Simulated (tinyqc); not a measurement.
Orbital energy against energy difference: ionisation energy by orbital energies and by energy differences in the 6-31g* basis, for LiH, spin multiplicity 1. Computed by the program tinyqc with PySCF. Command: `OMP_NUM_THREADS=1 python tinyqc.py 115506 115507 out.jsonl`; one thread of a shared host (Intel(R) Xeon(R) Processor @ 2.60GHz), about 7 s.

Geometry (angstrom):
```
atom       x       y       z
Li    0.0000  0.0000  0.0000
H     0.0000  0.0000  1.4260
```

CCSD(T) difference in the same basis = 7.8735 eV

IP-EOM-CCSD = 7.8733 eV

The cation is unrestricted; errors are against CCSD(T) in this basis, not against experiment.

First vertical ionisation energy (eV):
```
method     -e(HOMO)  E(cation) - E  error of -e(HOMO)  error of the difference
HF           8.4157       7.282939             0.5422                  -0.5906
LDA          4.5033       8.486576            -3.3703                   0.6131
PBE          4.4966       8.330255            -3.3770                   0.4567
B3LYP        5.4707       8.574283            -2.4028                   0.7008
PBE0         5.6054       8.289046            -2.2681                   0.4155
CAM-B3LYP    7.0390       8.558017            -0.8345                   0.6845
LC-wPBE      8.3623       8.370147             0.4888                   0.4966
```

Koopmans errs by +0.54 eV and Delta-HF by -0.59 eV: relaxation, 1.13 eV, lowers the value and the missing correlation difference works against it. The PBE level is off by -3.4 eV through the wrong tail of its potential, though its energy difference is off by +0.46 eV; exact exchange deepens the level, and among the orbital energies LC-wPBE comes closest; among the differences PBE0 does.
